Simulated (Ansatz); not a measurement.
# C₂H₆O₂: a ladder of functionals and wavefunction methods

An exercise on one series of results from a longer session: the logs are not shown, and one member is left open.

Method: functionals in def2-TZVPP, the program's frozen cores in correlated methods; program: Ansatz 0.2.0, Gaussian basis.

Plan: PBE-D4, r2SCAN-D4, PBE0-D4, B3LYP-D4, ωB97X-V, ωB97M-V, B2PLYP; CCSD(T)/def2-TZVPP; CCSD(T)/def2-QZVPP; extrapolation to the limit.

**The geometry**

An earlier PBE0-D4 in a triple-zeta def2 set relaxation fixed the geometry.

SMILES `COCO`, 10 atoms, charge 0, spin multiplicity 1.

Atoms are counted from 1 here; the program's logs count them from 0.

Bond lengths: C1–O2 1.410 Å, C1–H5 1.090 Å, C1–H6 1.098 Å, C1–H7 1.094 Å, O2–C3 1.391 Å, C3–O4 1.398 Å, C3–H8 1.095 Å, C3–H9 1.097 Å, O4–H10 0.962 Å. Angles: O2–C1–H5 107.2°, O2–C1–H6 110.9°, O2–C1–H7 111.6°, H5–C1–H6 109.0°, H5–C1–H7 109.4°, H6–C1–H7 108.7°, C1–O2–C3 113.4°, O2–C3–O4 113.5°, O2–C3–H8 105.4°, O2–C3–H9 111.0°, O4–C3–H8 111.7°, O4–C3–H9 105.3°, H8–C3–H9 109.9°, C3–O4–H10 108.0°.

The first run:

The input, in.yaml:

```yaml
crystal:
  periodic: [false, false, false]
  atoms:
    - {symbol: C, position_ang: [-0.339345, -0.072954, 1.295521]}
    - {symbol: O, position_ang: [-0.539181, -0.682763, 0.040443]}
    - {symbol: C, position_ang: [0.394665, -0.296815, -0.914883]}
    - {symbol: O, position_ang: [0.278808, 1.042232, -1.298963]}
    - {symbol: H, position_ang: [-1.109332, -0.454984, 1.965105]}
    - {symbol: H, position_ang: [0.647804, -0.329015, 1.702662]}
    - {symbol: H, position_ang: [-0.421305, 1.016226, 1.232538]}
    - {symbol: H, position_ang: [0.243603, -0.975702, -1.760591]}
    - {symbol: H, position_ang: [1.417065, -0.400333, -0.529896]}
    - {symbol: H, position_ang: [-0.572781, 1.154108, -1.731937]}
basis:
  gaussian: {orbitals: def2-TZVPP}
hamiltonian: {xc: pbe, dispersion: d4}
output: {forces: true, orbitals: {seedname: orbitals}}
```

Started as:

```sh
$ ansatz run in.yaml --threads 2 --pin off --events-out ev --progress --plain --max-ram 32768MiB --backend cpu
```

Steps of the session up to this table: PBE-D4 (GGA); r2SCAN-D4 (meta-GGA); PBE0-D4 (hybrid); B3LYP-D4 (hybrid); ωB97X-V (range-separated); ωB97M-V (range-separated); B2PLYP (double hybrid); CCSD(T) in def2-TZVPP; CCSD(T) in def2-QZVPP.

One of the session's tables, all rows but one given; the rest of the session is left out.

It belongs to the step «Atomisation energies». 

| method | atomisation energy (kcal/mol) |
| --- | --- |
| PBE-D4 | 926.2 |
| r2SCAN-D4 | ? |
| PBE0-D4 | 904.6 |
| B3LYP-D4 | 903.6 |
| ωB97X-V | 905.5 |
| ωB97M-V | 907.0 |
| B2PLYP | 895.5 |
| HF/def2-TZVPP | 639.2 |
| MP2/def2-TZVPP | 898.2 |
| CCSD/def2-TZVPP | 869.2 |
| CCSD(T)/def2-TZVPP | 882.7 |
| MP2/CBS | 921.5 |
| CCSD(T)/CBS | 904.6 |

Q: Estimate the row for r2SCAN-D4 from the others.

**Answer.** atomisation energy (kcal/mol): 905.4. In the column «atomisation energy (kcal/mol)» it lies between CCSD(T)/CBS (904.6) and ωB97X-V (905.5).

To keep in mind: Free atoms (2 C, 2 O, 6 H) were run apart at each level; the atomisation energy is their sum less the molecule, without zero-point or spin-orbit terms.
